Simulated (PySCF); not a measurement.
3,4-dimethylenecyclobut-1-ene, C₆H₆.
Z-matrix (Å and degrees, PBE0-D3(BJ)/def2-SVP geometry), rows numbered from 1:
```
C 
C   1  1.3334
C   2  1.4783  1  137.15
C   3  1.3620  2   92.81  1  -179.92
C   4  1.4782  3   92.82  2    -0.01
C   5  1.3334  2  135.68  1    -0.09
H   1  1.0926  2  120.88  3   179.95
H   1  1.0926  2  121.28  3    -0.06
H   3  1.0914  2  133.24  1     0.06
H   4  1.0914  3  133.95  2   179.98
H   6  1.0926  5  120.88  2     0.01
H   6  1.0926  5  121.28  2  -179.99
```

The closed-shell ground state was solved at several levels (PySCF, density fitting, gas phase, non-relativistic).

```json
{"level": "PBE0/pcSseg-1", "basis functions": "132", "total energy (Eh)": "-231.8309", "HOMO (eV)": "-6.73", "LUMO (eV)": "-1.01", "gap (eV)": "5.72", "dipole (D)": "0.61"}
{"level": "KT2/pcSseg-2", "basis functions": "300", "total energy (Eh)": "-236.4317", "HOMO (eV)": "-5.75", "LUMO (eV)": "-1.95", "gap (eV)": "3.80", "dipole (D)": "0.66"}
{"level": "wB97X-D/def2-SVPD", "basis functions": "168", "total energy (Eh)": "-231.8993", "HOMO (eV)": "-8.50", "LUMO (eV)": "0.72", "gap (eV)": "9.22", "dipole (D)": "0.70"}
```

(1) What might B3LYP/pcJ-1 (222 basis functions) give for the same quantities?

(2) Over all these levels, which gives the widest orbital gap and which the narrowest?

(3) How far do the dipole and the HOMO energy spread over the levels?

Results:

(1) Total energy -232.1589 Eh, HOMO -6.50 eV, LUMO -1.20 eV, gap 5.30 eV, dipole 0.63 D.

(2) wB97X-D/def2-SVPD (range-separated hybrid) has the widest, 9.22 eV, and KT2/pcSseg-2 (GGA) the narrowest, 3.80 eV. Functional and basis both differ between the two, so the spread mixes both effects.

(3) The dipole runs from 0.61 to 0.70 D (mean 0.65 D) and the HOMO from -8.50 to -5.75 eV.

The pairwise dispersion term of wB97X-D wasn't added to the energies; at a given geometry it leaves orbitals and properties as they are.
